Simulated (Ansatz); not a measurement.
Basis-set extrapolation for C₂H₂O₂ (`O=C1CO1`) (PBE0-D4/def2-TZVP geometry, frozen core, the Gaussian-basis code of Ansatz). Multiplicity 1, RHF reference.

|  | def2-TZVPP | def2-QZVPP |
| --- | --- | --- |
| HF | -226.662613 | -226.672618 |
| MP2 correlation | -0.776198 | -0.833211 |
| CCSD(T) correlation | -0.816539 | not run |

Energies in hartree. Use E(X) = E(∞) + A·exp(−7.88·√X) for Hartree–Fock and E(X) = E(∞) + B·X^(−2.97) for correlation, with X = 3 and 4, and add CCSD(T) minus MP2 of the smaller set to the MP2 limit.

**Question.** What is the CCSD(T) energy at the basis-set limit?

**Answer.** HF limit: -226.672618 + (-0.010005) × 0.13774 = -226.67400. MP2 limit: -0.833211 + (-0.057013) × 0.74074 = -0.87544. Higher-order term: -0.816539 − (-0.776198) = -0.04034. Total: -227.58978 hartree, 290.5 kJ/mol below CCSD(T)/def2-TZVPP.
